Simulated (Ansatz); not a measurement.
Energy needed to pull apart Si2H2, closed shell, into free ground-state atoms, from the structure below (displaced at random from its PBE0-D4/def2-TZVP minimum); no zero-point or spin–orbit terms; open-shell atoms are treated unrestricted, in their ground-state multiplicity.

Si1  (0.184, 0.247, 1.146)
Si2  (-0.852, -0.347, -0.722)
H3  (0.596, -0.882, -0.052)
H4  (0.050, 0.938, -0.358)
(Å)

Computed with Ansatz 0.2.0 (basis: def2-TZVPP); correlated methods freeze the cores.

```json
{"method": "PBE-D4", "atomization energy (kJ/mol)": "986"}
{"method": "r2SCAN-D4", "atomization energy (kJ/mol)": "?"}
{"method": "PBE0-D4", "atomization energy (kJ/mol)": "966"}
{"method": "wB97M-V", "atomization energy (kJ/mol)": "?"}
{"method": "HF", "atomization energy (kJ/mol)": "629"}
{"method": "MP2", "atomization energy (kJ/mol)": "930"}
{"method": "CCSD", "atomization energy (kJ/mol)": "917"}
{"method": "CCSD(T)", "atomization energy (kJ/mol)": "942"}
```

What does wB97M-V give? (An estimate is asked for; the value comes from the calculation.)

The calculation gives: 989 kJ/mol, which is about 47 kJ/mol more than CCSD(T)/def2-TZVPP.

What does r2SCAN-D4 give? (Judge from chemistry; the value comes from the calculation.)

Computed: 974 kJ/mol, which is about 32 kJ/mol more than CCSD(T)/def2-TZVPP.

In triple zeta the MP2 and coupled-cluster atomization energies are still short of their basis limit by a few kcal/mol a bond, whereas those of the functionals are nearly converged, so these differences are not deviations from converged CCSD(T).

T1 diagnostic: at most 0.018.

For scale, one of the runs: CCSD(T)/def2-TZVPP forces, 112 basis functions (an equivalent command: `ansatz run in.yaml --threads 2`). The run took 6 s on 2 CPU threads (shared host), with 0.67 GiB of host memory at its peak.
